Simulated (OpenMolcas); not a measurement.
**CH2F (SMILES [CH2]F): UHF/ANO-L-VDZ (RICD fitting, thermostat constant energy, time step au 20)**

Wanted: molecular dynamics of CH2F. 

The results are computed with OpenMolcas 26.06.

2 further runs of the same task are left out: 2 set aside as unsound or not needed.

## 1. The structure to begin with

CH2F has 4 atoms, charge 0, and is taken as a doublet. As SMILES, `[CH2]F`. The coordinates come from a PBE0-D4/def2-TZVP relaxation. The run starts from this shape.

Bond lengths: C1–F2 1.331 Å, C1–H3 1.082 Å, C1–H4 1.082 Å. Angles: F2–C1–H3 115.1°, F2–C1–H4 115.1°, H3–C1–H4 124.6°.

## 2. A short trajectory at UHF/ANO-L-VDZ (RICD fitting, thermostat constant energy, time step au 20)

Input file mol.inp:

```
>>> EXPORT MOLCAS_PRINT=2

&GATEWAY
  Coord
  4
  bohr
  C     -0.05688076    -0.10884822    -0.24774309
  F      1.79523982     1.31146993     0.68899415
  H     -1.78938167     0.89251765    -0.66612846
  H      0.05102261    -2.09513935     0.22487741
  Basis
  ANO-L-VDZ
  Group
  NoSym
  RICD
>>> EXPORT MOLCAS_MAXITER=30
>>> Do While

&SEWARD

&SCF
  UHF
  Spin
  2
  Iterations
  73
  NoDIIS
  PrOrbitals
  1 1

&ALASKA

&DYNAMIX
  VelVer
  DT
  20
  Velo
  0
  Ther
  1
>>> EndDo
```

On the command line:

```
$ export MOLCAS_MEM=1860
$ pymolcas mol.inp > mol.log
```

Output:

```text
--- Start Module: gateway ---

                                              &GATEWAY

                       available to each process: 1.9 GB of memory, 1 thread

++    Symmetry information:
      ---------------------

                    Character Table for C1

                             E
                    a        1  x, y, xy, Rz, z, xz, Ry, yz, Rx, I
--

++    Basis set information:
      ----------------------

      Basis set label: C.ANO-L...3S2P.

      Electronic valence basis set:
      ------------------
      Associated Effective Charge   6.000000 au
      Associated Actual Charge      6.000000 au
      Nuclear Model: Point charge

      Shell  nPrim  nBasis  Cartesian Spherical Contaminant
         s      14       3        X
         p       9       2        X

      Basis set label: F.ANO-L...3S2P.

      Electronic valence basis set:
      ------------------
      Associated Effective Charge   9.000000 au
      Associated Actual Charge      9.000000 au
      Nuclear Model: Point charge

      Shell  nPrim  nBasis  Cartesian Spherical Contaminant
         s      14       3        X
         p       9       2        X

      Basis set label: H.ANO-L...2S.

      Electronic valence basis set:
      ------------------
      Associated Effective Charge   1.000000 au
      Associated Actual Charge      1.000000 au
      Nuclear Model: Point charge

      Shell  nPrim  nBasis  Cartesian Spherical Contaminant
         s       8       2        X
--

++    Molecular structure info:
      -------------------------

                    ************************************************
                    **** Cartesian Coordinates / bohr, angstrom ****
                    ************************************************

     Center  Label                x              y              z                     x              y              z
        1      C1              -0.056881      -0.108848      -0.247743             -0.030100      -0.057600      -0.131100
        2      F2               1.795240       1.311470       0.688994              0.950000       0.694000       0.364600
        3      H3              -1.789382       0.892518      -0.666128             -0.946900       0.472300      -0.352500
        4      H4               0.051023      -2.095139       0.224877              0.027000      -1.108700       0.119000

                    ***************************************
                    *    InterNuclear Distances / bohr    *
                    ***************************************

               1 C1            2 F2            3 H3            4 H4
    1 C1       0.000000
    2 F2       2.514981        0.000000
    3 H3       2.044343        3.855047        0.000000
    4 H4       2.044594        3.855215        3.620369        0.000000

                    *******************************************
                    *    InterNuclear Distances / angstrom    *
                    *******************************************

               1 C1            2 F2            3 H3            4 H4
    1 C1       0.000000
    2 F2       1.330871        0.000000
    3 H3       1.081820        2.040003        0.000000
    4 H4       1.081953        2.040092        1.915817        0.000000

                    **************************************
                    *    Valence Bond Angles / degree    *
                    **************************************
                          Atom centers                 Phi
                      2 F2       1 C1       3 H3       115.07
                      2 F2       1 C1       4 H4       115.07
                      3 H3       1 C1       4 H4       124.60
--

            Nuclear Potential Energy             32.28614465 au

--- Stop Module: gateway /rc=_RC_ALL_IS_WELL_ ---

>>> EXPORT MOLCAS_MAXITER = 30

--- Start Module: seward ---

                                              &SEWARD

                       available to each process: 1.9 GB of memory, 1 thread

               SEWARD will generate:
                  Multipole Moment integrals up to order  2
                  Kinetic Energy integrals
                  Nuclear Attraction integrals (point charge)
                  One-Electron Hamiltonian integrals
                  Velocity integrals
                  Orbital angular momentum around (  0.9594   0.6784   0.2930 )
                  Velocity quadrupole around (  0.9594   0.6784   0.2930 )
                  RI decomposed two-electron repulsion integrals stored Cholesky style
                   - acCD auxiliary basis
                   - CD Threshold:   1.00E-04

                   Integrals are discarded if absolute value <: 1.00E-14
                   Integral cutoff threshold is set to       <: 1.00E-16

            Nuclear Potential Energy             32.28614465 au

      Basis set specifications :
      Symmetry species         a
      Basis functions           22

--- Stop Module: seward /rc=_RC_ALL_IS_WELL_ ---

--- Start Module: scf ---

                                                &SCF

                       available to each process: 1.9 GB of memory, 1 thread

++    Input section:
      --------------

      Header of the integral files:

[... 50 lines left out ...]
++ Convergence information
[... 10 lines left out ...]
       Convergence after  22 Iterations
[... 4 lines left out ...]
 *                                                       Final Results                                                       *
[... 132 lines left out ...]
      Dipole Moment (debye):
[... 137 lines left out ...]
     Final Energy at time     20.0
[... 9 lines left out ...]
     Target Total Energy       -1.3840E+02 a.u.
[... 61 lines left out ...]
     Total Energy        -1.384025496205E+02 a.u.
[... 61 lines left out ...]
     Final Energy at time     60.0
[... 9 lines left out ...]
     Target Total Energy       -1.3840E+02 a.u.
[... 61 lines left out ...]
     Total Energy        -1.384025516001E+02 a.u.
[... 61 lines left out ...]
     Final Energy at time    100.0
[... 9 lines left out ...]
     Target Total Energy       -1.3840E+02 a.u.
[... 61 lines left out ...]
     Total Energy        -1.384025539414E+02 a.u.
[... 61 lines left out ...]
     Final Energy at time    140.0
[... 9 lines left out ...]
     Target Total Energy       -1.3840E+02 a.u.
[... 61 lines left out ...]
     Total Energy        -1.384025559620E+02 a.u.
[... 61 lines left out ...]
     Final Energy at time    180.0
[... 9 lines left out ...]
     Target Total Energy       -1.3840E+02 a.u.
[... 61 lines left out ...]
     Total Energy        -1.384025574080E+02 a.u.
[... 61 lines left out ...]
     Final Energy at time    220.0
[... 9 lines left out ...]
     Target Total Energy       -1.3840E+02 a.u.
[... 61 lines left out ...]
     Total Energy        -1.384025582770E+02 a.u.
[... 61 lines left out ...]
     Final Energy at time    260.0
[... 9 lines left out ...]
     Target Total Energy       -1.3840E+02 a.u.
[... 61 lines left out ...]
     Total Energy        -1.384025584029E+02 a.u.
[... 61 lines left out ...]
     Final Energy at time    300.0
[... 9 lines left out ...]
     Target Total Energy       -1.3840E+02 a.u.
[... 61 lines left out ...]
     Total Energy        -1.384025576647E+02 a.u.
[... 61 lines left out ...]
     Final Energy at time    340.0
[... 9 lines left out ...]
     Target Total Energy       -1.3840E+02 a.u.
[... 61 lines left out ...]
     Total Energy        -1.384025563227E+02 a.u.
[... 61 lines left out ...]
     Final Energy at time    380.0
[... 9 lines left out ...]
     Target Total Energy       -1.3840E+02 a.u.
[... 61 lines left out ...]
     Total Energy        -1.384025549099E+02 a.u.
[... 61 lines left out ...]
     Final Energy at time    420.0
[... 9 lines left out ...]
     Target Total Energy       -1.3840E+02 a.u.
[... 61 lines left out ...]
     Total Energy        -1.384025538268E+02 a.u.
[... 61 lines left out ...]
     Final Energy at time    460.0
[... 9 lines left out ...]
     Target Total Energy       -1.3840E+02 a.u.
[... 61 lines left out ...]
     Total Energy        -1.384025530700E+02 a.u.
[... 61 lines left out ...]
     Final Energy at time    500.0
[... 9 lines left out ...]
     Target Total Energy       -1.3840E+02 a.u.
[... 61 lines left out ...]
     Total Energy        -1.384025524003E+02 a.u.
[... 61 lines left out ...]
     Final Energy at time    540.0
[... 9 lines left out ...]
     Target Total Energy       -1.3840E+02 a.u.
[... 31 lines left out ...]
--- Stop Module: dynamix /rc=_RC_CONTINUE_LOOP_ ---

>>> END DO

--- Start Module: seward ---
--- Stop Module: seward /rc=_RC_ALL_IS_WELL_ ---

--- Start Module: scf ---
--- Stop Module: scf /rc=_RC_ALL_IS_WELL_ ---

--- Start Module: alaska ---
--- Stop Module: alaska /rc=_RC_ALL_IS_WELL_ ---

--- Start Module: dynamix ---

       Velocities      (time    560.0 a.u.):
 ----------------------------------------------------------------------------------------------
       No. Atom    X          Y          Z        Mass       F(x)         F(y)         F(z)
 ----------------------------------------------------------------------------------------------
         1  C  -0.000039  -0.000051  -0.000090  2.19E+04  2.93450E-02  2.20213E-02  1.28596E-02
         2  F   0.000047   0.000038   0.000032  3.46E+04 -2.99322E-02 -2.28346E-02 -1.47309E-02
         3  H  -0.000121  -0.000202   0.000278  1.84E+03 -5.77702E-05  1.01692E-03  7.52203E-04
         4  H  -0.000298   0.000086   0.000192  1.84E+03  6.44977E-04 -2.03672E-04  1.11908E-03
 ----------------------------------------------------------------------------------------------

     Final Energy at time    560.0
     ============================

     Kinetic energy       4.592127299824E-04 a.u.
     Potential Energy    -1.384030109711E+02 a.u.
     Total Energy        -1.384025517584E+02 a.u.

     Micro-Canonical Ensemble
     ========================

     Target Total Energy       -1.3840E+02 a.u.
     Deviation from this Energy 2.9321E-06 a.u.
     is smaller then Scaling-Threshold XX.
     Velocity scaling is not necessary.

       Old Coordinates (time    560.0 a.u.):
 ----------------------------------------------------------------------------------------------
       No. Atom    X          Y          Z        Mass       F(x)         F(y)         F(z)
 ----------------------------------------------------------------------------------------------
         1  C  -0.161229  -0.195450  -0.322441  2.19E+04  2.93450E-02  2.20213E-02  1.28596E-02
         2  F   1.870408   1.369858   0.729499  3.46E+04 -2.99322E-02 -2.28346E-02 -1.47309E-02
         3  H  -1.882436   0.866995  -0.605951  1.84E+03 -5.77702E-05  1.01692E-03  7.52203E-04
         4  H  -0.030460  -2.139136   0.290552  1.84E+03  6.44977E-04 -2.03672E-04  1.11908E-03
 ----------------------------------------------------------------------------------------------

     Molecular Dynamics specifications (time =    560.0 a.u.)
     ==========================================

     Kinetic energy         4.5921E-04 a.u.
     Total linear momentum -1.8516E-14 a.u.
     RMS deviation          5.2791E-03 bohr

       New Coordinates (time    580.0 a.u.):
 ----------------------------------------------------------------------------------------------
       No. Atom    X          Y          Z        Mass       F(x)         F(y)         F(z)
 ----------------------------------------------------------------------------------------------
         1  C  -0.161735  -0.196267  -0.324130  2.19E+04  2.93450E-02  2.20213E-02  1.28596E-02
         2  F   1.871169   1.370493   0.730057  3.46E+04 -2.99322E-02 -2.28346E-02 -1.47309E-02
         3  H  -1.884866   0.863063  -0.600310  1.84E+03 -5.77702E-05  1.01692E-03  7.52203E-04
         4  H  -0.036347  -2.137446   0.294516  1.84E+03  6.44977E-04 -2.03672E-04  1.11908E-03
 ----------------------------------------------------------------------------------------------

--- Stop Module: dynamix /rc=_RC_CONTINUE_LOOP_ ---

>>> END DO

--- Start Module: seward ---
--- Stop Module: seward /rc=_RC_ALL_IS_WELL_ ---

--- Start Module: scf ---
--- Stop Module: scf /rc=_RC_ALL_IS_WELL_ ---

--- Start Module: alaska ---
--- Stop Module: alaska /rc=_RC_ALL_IS_WELL_ ---

--- Start Module: dynamix ---

       Velocities      (time    580.0 a.u.):
 ----------------------------------------------------------------------------------------------
       No. Atom    X          Y          Z        Mass       F(x)         F(y)         F(z)
 ----------------------------------------------------------------------------------------------
         1  C  -0.000012  -0.000031  -0.000078  2.19E+04  2.97422E-02  2.23660E-02  1.31685E-02
         2  F   0.000029   0.000025   0.000024  3.46E+04 -3.04473E-02 -2.32372E-02 -1.50168E-02
         3  H  -0.000123  -0.000188   0.000285  1.84E+03 -2.96964E-04  1.53304E-03  5.95179E-04
         4  H  -0.000289   0.000081   0.000205  1.84E+03  1.00206E-03 -6.61860E-04  1.25314E-03
 ----------------------------------------------------------------------------------------------

     Final Energy at time    580.0
     ============================

     Kinetic energy       3.568546619976E-04 a.u.
     Potential Energy    -1.384029083837E+02 a.u.
     Total Energy        -1.384025515291E+02 a.u.

     Micro-Canonical Ensemble
     ========================

     Target Total Energy       -1.3840E+02 a.u.
     Deviation from this Energy 2.7028E-06 a.u.
     is smaller then Scaling-Threshold XX.
     Velocity scaling is not necessary.

       Old Coordinates (time    580.0 a.u.):
 ----------------------------------------------------------------------------------------------
       No. Atom    X          Y          Z        Mass       F(x)         F(y)         F(z)
 ----------------------------------------------------------------------------------------------
         1  C  -0.161735  -0.196267  -0.324130  2.19E+04  2.97422E-02  2.23660E-02  1.31685E-02
         2  F   1.871169   1.370493   0.730057  3.46E+04 -3.04473E-02 -2.32372E-02 -1.50168E-02
         3  H  -1.884866   0.863063  -0.600310  1.84E+03 -2.96964E-04  1.53304E-03  5.95179E-04
         4  H  -0.036347  -2.137446   0.294516  1.84E+03  1.00206E-03 -6.61860E-04  1.25314E-03
 ----------------------------------------------------------------------------------------------

     Molecular Dynamics specifications (time =    580.0 a.u.)
     ==========================================

     Kinetic energy         3.5685E-04 a.u.
     Total linear momentum -1.6276E-13 a.u.
     RMS deviation          5.1879E-03 bohr

       New Coordinates (time    600.0 a.u.):
 ----------------------------------------------------------------------------------------------
       No. Atom    X          Y          Z        Mass       F(x)         F(y)         F(z)
 ----------------------------------------------------------------------------------------------
         1  C  -0.161697  -0.196675  -0.325579  2.19E+04  2.97422E-02  2.23660E-02  1.31685E-02
         2  F   1.871578   1.370860   0.730441  3.46E+04 -3.04473E-02 -2.32372E-02 -1.50168E-02
         3  H  -1.887360   0.859464  -0.594540  1.84E+03 -2.96964E-04  1.53304E-03  5.95179E-04
         4  H  -0.042016  -2.135901   0.298753  1.84E+03  1.00206E-03 -6.61860E-04  1.25314E-03
 ----------------------------------------------------------------------------------------------

--- Stop Module: dynamix /rc=_RC_ALL_IS_WELL_ ---

>>> END DO

.##################.
.# Happy landing! #.
.##################.

    Timing: Wall=48.39 User=39.99 System=8.13
```

It took 49 s on 1 thread of Arm Neoverse V1, shared host; peak memory 0.18 GiB.

Step by step:

```tsv
step	potential energy change (eV)
0	0.0000
2	-0.0048
4	-0.0178
6	-0.0357
8	-0.0545
10	-0.0708
12	-0.0818
14	-0.0859
16	-0.0828
18	-0.0738
20	-0.0610
22	-0.0468
24	-0.0330
26	-0.0212
28	-0.0126
29	-0.0098
```

## 3. Results

At UHF/ANO-L-VDZ (RICD fitting, thermostat constant energy, time step au 20):

| quantity | value |
| --- | --- |
| potential energy of the last frame | -138.40291 Eh |
